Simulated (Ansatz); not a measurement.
**C₂H₅NO₂: one species, many methods**

An exercise on one series of results from a longer session: the logs are not shown, and one member is left open.

Method: functionals in def2-TZVPP, the program's frozen cores in correlated methods; program: Ansatz 0.2.0, Gaussian basis.

Levels to be run: LDA (SPW92), PBE-D4, revPBE-D4, BLYP-D4, r2SCAN-D4, B97M-V, PBE0-D4, B3LYP-D4, r2SCANh-D4, r2SCAN0-D4, HSE06-D4, BHLYP-D4, CAM-B3LYP-D4, LC-ωPBE, ωB97X-V, ωB97M-V, B2PLYP, PBE-QIDH; CCSD(T)/def2-SVP; CCSD(T)/def2-TZVPP; MP2/def2-QZVPP; extrapolation to the limit; RPA on PBE.

## The geometry

The geometry comes from an earlier relaxation with PBE0-D4 in a triple-zeta def2 set; it is a stationary point, not always the lowest conformer.

10 atoms, charge 0, spin multiplicity 1.

Atoms are counted from 1 here; the program's logs count them from 0.

Bond lengths: C1–N2 1.257 Å, C1–H6 1.089 Å, C1–H7 1.096 Å, N2–C3 1.444 Å, C3–O4 1.388 Å, C3–O5 1.388 Å, C3–H8 1.096 Å, O4–H9 0.964 Å, O5–H10 0.964 Å. Angles: N2–C1–H6 119.4°, N2–C1–H7 123.2°, H6–C1–H7 117.5°, C1–N2–C3 118.2°, N2–C3–O4 108.2°, N2–C3–O5 108.2°, N2–C3–H8 113.9°, O4–C3–O5 113.9°, O4–C3–H8 106.4°, O5–C3–H8 106.3°, C3–O4–H9 107.5°, C3–O5–H10 107.5°.

The first run:

The input, in.yaml:

```yaml
crystal:
  periodic: [false, false, false]
  atoms:
    - {symbol: C, position_ang: [-0.692762, 1.288472, -0.735843]}
    - {symbol: N, position_ang: [-0.503696, 0.061665, -0.534633]}
    - {symbol: C, position_ang: [0.457254, -0.325226, 0.470832]}
    - {symbol: O, position_ang: [-0.210467, -1.037695, 1.456951]}
    - {symbol: O, position_ang: [1.471560, -1.039534, -0.151122]}
    - {symbol: H, position_ang: [-1.413461, 1.601266, -1.490114]}
    - {symbol: H, position_ang: [-0.163690, 2.075216, -0.185154]}
    - {symbol: H, position_ang: [0.939300, 0.520516, 0.973886]}
    - {symbol: H, position_ang: [-0.864008, -1.595800, 1.019397]}
    - {symbol: H, position_ang: [1.062969, -1.599981, -0.821197]}
basis:
  gaussian: {orbitals: def2-TZVPP}
hamiltonian: {xc: lda}
output: {orbitals: {seedname: orbitals}}
```

Command:

```sh
$ ansatz run in.yaml --threads 4 --pin off --events-out ev --progress --plain --max-ram 10444MiB
```

Steps of the session up to this table: LDA; PBE-D4 (GGA); revPBE-D4 (GGA); BLYP-D4 (GGA); r2SCAN-D4 (meta-GGA); B97M-V (meta-GGA); PBE0-D4 (hybrid); B3LYP-D4 (hybrid); r2SCANh-D4 (hybrid); r2SCAN0-D4 (hybrid); HSE06-D4 (hybrid); BHLYP-D4 (hybrid); CAM-B3LYP-D4 (range-separated); LC-ωPBE (range-separated); ωB97X-V (range-separated); ωB97M-V (range-separated); B2PLYP (double hybrid); PBE-QIDH (double hybrid).

One of the session's tables, all rows but one given; the rest of the session is left out.

It belongs to the step «Orbital energies across the functionals». 

| functional | HOMO (eV) | gap (eV) |
| --- | --- | --- |
| LDA (SPW92) | -6.78 | 4.50 |
| PBE-D4 | -6.64 | 4.64 |
| revPBE-D4 | -6.58 | 4.69 |
| BLYP-D4 | -6.57 | 4.69 |
| r2SCAN-D4 | -6.93 | 5.16 |
| B97M-V | -7.11 | 5.43 |
| PBE0-D4 | -8.12 | 7.25 |
| B3LYP-D4 | -7.92 | 6.76 |
| r2SCANh-D4 | -7.49 | 6.13 |
| r2SCAN0-D4 | ? | ? |
| HSE06-D4 | -7.72 | 6.45 |
| BHLYP-D4 | -9.59 | 9.90 |
| CAM-B3LYP-D4 | -9.60 | 9.89 |
| LC-ωPBE | -10.93 | 12.48 |
| ωB97X-V | -10.60 | 12.07 |
| ωB97M-V | -10.51 | 11.87 |

**Question.** Estimate the row for r2SCAN0-D4.

Worked estimate for «HOMO (eV)». Against the share of exact exchange, r2SCAN-D4 (0, -6.93), r2SCANh-D4 (0.1, -7.49) give a slope of -5.60 per unit share; at 0.25 the line stands at -8.33.

**Answer.** HOMO (eV): -8.33; gap (eV): 7.58. In «HOMO (eV)» the line misses by 0.00.
